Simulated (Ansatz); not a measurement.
## Worked example: correlation energy of H$_{2}$Si–AsH⁺, doublet

Geometry: that of the H2Si–AsH, singlet, kept fixed.

```yaml
atoms:
  - { symbol: Si, position_ang: [0.0000, 0.0178, 1.5348] }
  - { symbol: As, position_ang: [0.0000, -0.0269, -0.6308] }
  - { symbol: H, position_ang: [0.0000, 1.2262, 2.3951] }
  - { symbol: H, position_ang: [0.0000, -1.2232, 2.3468] }
  - { symbol: H, position_ang: [0.0000, 1.5001, -0.6172] }
```

Basis cc-pVDZ; Ansatz 0.2.0. Only valence electrons are correlated (noble-gas cores and the filled d shells of p-block atoms frozen), which leaves 11 electrons in 41 orbitals. Prefix R: restricted or restricted open-shell reference; prefix U: unrestricted. No spin–orbit coupling is included, and no scalar relativity.

Full CI isn't at hand for all of this; UCCSDT(Q) serves as the reference, and is uncertain by about the last step of the cluster series.

Runs differ by some tens of microhartree through their thresholds and, for an open shell, their frozen cores, so steps under 0.03 kcal/mol mean nothing.

```csv
level,total energy (hartree)
UHF,-2524.535154
UMP2,-2524.703194
UCCSD,-2524.741832
UCCSD(T),-2524.747738
UCCSDT,-2524.748919
UCCSDT(Q),-2524.749228
```

Problem. What is the correlation energy at UCCSDT(Q), and what share of it do UMP2 and UCCSD(T) recover?

Solution. E(corr) = -2524.749228 − (-2524.535154) = -0.214074 hartree = -5.825 eV. UMP2: -0.168040 / -0.214074 = 78.50 %. UCCSD(T): -0.212584 / -0.214074 = 99.30 %.

Problem. By how many kcal/mol does UCCSD(T) miss UCCSDT(Q) (1 hartree = 627.509 kcal/mol), and which steps make up the rest?

Solution. -2524.747738 − (-2524.749228) = 0.001490 hartree = 0.93 kcal/mol. Steps: UCCSDT − UCCSD(T) = -0.74, UCCSDT(Q) − UCCSDT = -0.19 kcal/mol. Differences between like states or geometries often cancel part of this.
